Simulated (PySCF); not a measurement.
Reaction (SMILES): C#C (C2H2) → [C-]#C + H+
B3LYP-D3(BJ)/def2-TZVP geometries, fixed; electronic energies without zero-point terms.

Basis-set convergence of the deprotonation energy at HF with PySCF. All functions are spherical. Density fitting with generated auxiliary sets. In sets without p functions on hydrogen, species with hydrogen take exact integrals. No added dispersion term, no relativity. Functions are those of the species that has most. Reference: the value in aug-cc-pVQZ, 387.16 kcal/mol, itself unsure by roughly 0.44 kcal/mol (its distance from def2-QZVPPD). Deviations are taken from unrounded values.

| basis | functions | deprotonation energy (kcal/mol) | minus reference (kcal/mol) |
|---|---|---|---|
| 3-21G | 22 | 405.24 | 18.09 |
| def2-SVP | 38 | 395.72 | 8.56 |
| 6-31+G* | 40 | 384.45 | -2.71 |
| 6-311G** | 48 | 394.85 | 7.69 |
| 6-311++G(2d,2p) | 74 | 386.49 | -0.66 |
| def2-TZVPPD | 108 | 388.31 | 1.15 |
| aug-pcseg-2 | 138 | 387.37 | 0.21 |
| def2-QZVPP | 174 | 387.90 | 0.74 |
| def2-QZVPPD | 192 | 387.60 | 0.44 |

The smallest set listed that lies within 2 kcal/mol of the reference with all its larger relatives (same family, alike in diffuse functions; a set with none counts only in the reference's own line) is 6-311++G(2d,2p) (74 functions, -0.66 kcal/mol off). Inside, with no larger relative to test it: aug-pcseg-2, def2-QZVPP. (Relatives not listed, tested too: 6-311++G(3df,3pd) -0.34 kcal/mol.)
